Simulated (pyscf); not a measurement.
Optimised with ωB97X-D3(BJ)/def2-SVP in PySCF.

Task: For the elementary gas-phase step H₃Si–NH–SiH₂–Cl + hydrogen (H₂) → H₃Si–NH–SiH₃ + hydrogen chloride (HCl) (singlet surface; Cl–Si, H–H broken, H–Si, Cl–H formed), what barrier and reaction energy does M06-2X/def2-TZVP give, measured from the separated reactants?

Result: ΔE‡ = 2.30 eV, ΔE = +1.06 eV. ωB97M-D3(BJ)/def2-TZVP gives 2.25 eV and +0.96 eV. Zero-point energy shifts the barrier by +0.11 eV. It is a four-centre exchange, with an imaginary mode of 790i cm⁻¹. One saddle was located; it need not be the lowest between these sides.
